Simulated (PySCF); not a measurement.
Compound: C2H2O.
Geometry (PBE0-D3(BJ)/def2-SVP, Å), atoms numbered from 1 in this order:
```
atom  x, y, z in Å
C1    -0.5417    0.0235    0.0295
C2     0.7701   -0.0320   -0.0423
O3     1.9281   -0.0806   -0.1049
H4    -1.0417    0.9921    0.0494
H5    -1.1147   -0.9029    0.0683
```

Computed with TDDFT CAM-B3LYP/def2-SVPD, vertical, gas phase, core orbitals frozen in the response in PySCF 2.14.0, density-fitted response routines.

Ground-to-excited transition dipoles (e·a0, same axes as the geometry; the sign carries no meaning), for the states with f of 0.002 or more among the lowest 9:

```csv
state,E (eV),μx,μy,μz
S2,6.326,0.023,0.004,0.437
S3,7.651,-0.892,0.038,0.048
S4,7.782,0.009,0.002,0.218
S6,8.986,-0.448,0.018,0.024
S7,9.221,-0.007,-0.001,-0.122
S9,9.778,0.032,0.005,0.592
```

Problem. Work out the oscillator strengths.

Solution. f = (2/3) ΔE |μ|² with ΔE in hartree (27.2114 eV).

```tsv
state	|μ|² (au)	|μ| (D)	f
S2	0.192	1.11	0.030
S3	0.800	2.27	0.150
S4	0.048	0.56	0.009
S6	0.202	1.14	0.044
S7	0.015	0.31	0.003
S9	0.351	1.51	0.084
```

Problem. The point group is C2v. Which irreducible representation does each state belong to?

Solution. From a totally symmetric ground state, an allowed state transforms like the component of the dipole operator along its μ. Polarised along the twofold axis, so A1: S3 and S6. Polarised across the twofold axis, so B1 or B2: S2, S4, S7 and S9. Which of B1 and B2 hangs on the choice of axes; all of these are parallel and share one label.

Problem. All atoms lie in one plane. Which transitions are polarised in it and which across it?

Solution. In the plane: S3 and S6. Perpendicular: S2, S4, S7 and S9. States polarised in the plane are symmetric under reflection in it, those polarised across it antisymmetric.

Problem. What angle do the transition dipoles of S2 and S3 make?

Solution. |cos θ| = |μa·μb| / (|μa| |μb|) = 0.00, so θ ≈ 90° (taken between 0 and 90°, since the signs are arbitrary).

Problem. How is the summed strength of these states shared among x, y and z?

Solution. (2/3) Σ ΔE μα² gives 0.194 for x, 0.000 for y and 0.126 for z, 0.321 in all.

Problem. What peak molar absorption coefficient would the strongest computed level give as a lone Gaussian band 0.5 eV wide at half height?

Solution. ε(max) = 2.175×10⁸ f / FWHM, with the width in cm⁻¹. S3: 2.175×10⁸ × 0.1499 / 4033 ≈ 8100 L mol⁻¹ cm⁻¹.

All these states lie below the vertical ionisation energy of 9.86 eV (ΔSCF).
